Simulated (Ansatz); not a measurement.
# C3H7N (SMILES NC1CC1): from total energies to a heat of formation

The species is C3H7N (11 atoms), meant as a singlet with charge 0. SMILES: `NC1CC1`. The shape is that of a PBE0-D4/def2-TZVP optimisation. This is one conformer, not always the lowest.

Total energies at PBE-QIDH/6-31G* (spherical functions), 4 core orbitals frozen (Ansatz 0.2.0); the atoms run unrestricted:

```
species    state  energy (Eh)
  C3H7N  singlet  -172.944084
      N  quartet   -54.514438
      C  triplet   -37.783142
      H  doublet    -0.500116
```

Harmonic wavenumbers at PBE0-D4/def2-TZVP, in cm⁻¹: 269, 402, 411, 775, 811, 845, 848, 919, 1022, 1057, 1071, 1132, 1186, 1196, 1256, 1271, 1414, 1448, 1506, 1658, 3088, 3153, 3158, 3238, 3251, 3524, 3604.

Measured heats of formation of the gaseous atoms at 298.15 K, in kJ/mol: N 472.4, C 716.9, H 218.0. Take 1 Eh = 2625.50 kJ/mol, 1 cm⁻¹ = 0.0119627 kJ/mol, RT = 2.479 kJ/mol.

Work out the heat of formation of the gas at 298 K.


1. Electronic atomisation energy: (-54.514438) + 3 × (-37.783142) + 7 × (-0.500116) − (-172.944084) = 1.579408 Eh = 4146.7 kJ/mol.
2. Zero-point energy: half the sum of the wavenumbers, 21756.5 cm⁻¹ = 260.3 kJ/mol.
3. Thermal vibrational enthalpy, Σ hcν̃/(exp(hcν̃/kT) − 1): 4.2 kJ/mol. Translation, rotation and pV of a non-linear molecule: 4 RT = 9.9 kJ/mol.
4. The 11 free atoms carry 5/2 RT each: 68.2 kJ/mol.
5. Spin-orbit coupling lowers the free atoms by 3 × 0.02 = 0.1 kJ/mol.
6. Atomisation enthalpy at 298 K: 4146.7 − 0.1 − 260.3 − 4.2 − 9.9 + 68.2 = 3940.4 kJ/mol.
7. Sum of the atoms' heats of formation: 4149.1 kJ/mol. Heat of formation: 4149.1 − 3940.4 = +208.7 kJ/mol.

The tabulated value is +77.0 kJ/mol (CRC Handbook of Chemistry and Physics), so this level is off by +131.7 kJ/mol, or 3.2 % of the atomisation enthalpy. A double-zeta basis underbinds. Anharmonicity and any spin-orbit splitting of the molecule are left out, and so is core correlation.
